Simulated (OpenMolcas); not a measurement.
## Worked example: vertical energy of the triplet above the singlet of B2NH5 (SMILES BNB)

B2NH5: 8 atoms, total charge 0, spin state singlet. SMILES: `BNB`. Geometry: relaxed at PBE0-D4/def2-TZVP.

```tsv
atom	x (Å)	y (Å)	z (Å)
B	-0.8282	0.6549	-0.6933
N	0.2600	0.3777	0.1708
B	0.6952	-0.9109	0.5677
H	-1.4494	-0.2614	-1.1401
H	-1.0978	1.7912	-0.9541
H	0.7710	1.1695	0.5365
H	1.6316	-1.0142	1.3056
H	0.1097	-1.8641	0.1509
```

Both states at this one shape; open shells run unrestricted unless said. 1 Eh = 27.2114 eV.

```tsv
level	program	singlet B2NH5 (Eh)	triplet B2NH5 (Eh)
BLYP/aug-cc-pVDZ	OpenMolcas	-107.451853	-107.261181
PBE/aug-cc-pVDZ	OpenMolcas	-107.339401	-107.154741
M06-L/aug-cc-pVDZ	OpenMolcas	-107.495001	-107.295981
TPSS/aug-cc-pVDZ	OpenMolcas	-107.540669	-107.343541
```

Q: Work out the vertical gap, second state less first, at each level.

A: 
1. BLYP/aug-cc-pVDZ: -107.261181 − (-107.451853) = 0.190672 Eh = 5.19 eV.
2. PBE/aug-cc-pVDZ: -107.154741 − (-107.339401) = 0.184660 Eh = 5.02 eV.
3. M06-L/aug-cc-pVDZ: -107.295981 − (-107.495001) = 0.199020 Eh = 5.42 eV.
4. TPSS/aug-cc-pVDZ: -107.343541 − (-107.540669) = 0.197128 Eh = 5.36 eV.

No measured value is set beside it here; the levels span 5.02 to 5.42 eV.
